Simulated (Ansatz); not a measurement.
## C5H9N, SMILES C=CCC1CN1: a ranking of conformers

Program: the Ansatz DFT code, driven from Python.

The script, `run_conformers.py`:
```python
# -*- coding: utf-8 -*-
from dataclasses import dataclass

import ansatz as az
from rdkit import Chem
from rdkit.Chem import AllChem


@dataclass(frozen=True)
class Settings:
    basis: str = "def2-SVP"
    level: str = "mp2"


opts = Settings()


def main():
    rd = Chem.AddHs(Chem.MolFromSmiles("C=CCC1CN1"))
    ids = list(AllChem.EmbedMultipleConfs(rd, numConfs=20, randomSeed=886, pruneRmsThresh=0.4))
    field = [energy for _, energy in AllChem.MMFFOptimizeMoleculeConfs(rd)]
    distinct = {round(e, 2): i for i, e in zip(ids, field)}
    chosen = sorted(distinct.items())[:4]
    found = []
    for force_field, index in chosen:
        molecule = az.Crystal.molecule()
        for atom, xyz in zip(rd.GetAtoms(), rd.GetConformer(index).GetPositions()):
            molecule = molecule.atom(atom.GetSymbol(), xyz.round(5).tolist())
        calc = (
            molecule.calculation()
            .basis(gaussian=opts.basis)
            .correlation(opts.level)
        )
        found.append(calc.run().report["free_energy_ev"])
    print("conformer   MMFF (kcal/mol)   this level (kcal/mol)")
    for (force_field, index), e in zip(chosen, found):
        print(f"{index:9d} {force_field - chosen[0][0]:17.2f} {23.060548 * (e - min(found)):17.3f}")


if __name__ == "__main__":
    main()
```

`python run_conformers.py` gives:
```text
conformer   MMFF (kcal/mol)   this level (kcal/mol)
        1              0.00             0.220
        4              0.04             0.000
        2              0.29             1.258
        7              0.67             1.379
```

The conformers keep their force-field geometries. Run time: 14 s on 1 thread of Arm Neoverse V1, on a shared host, peak memory 0.38 GiB.
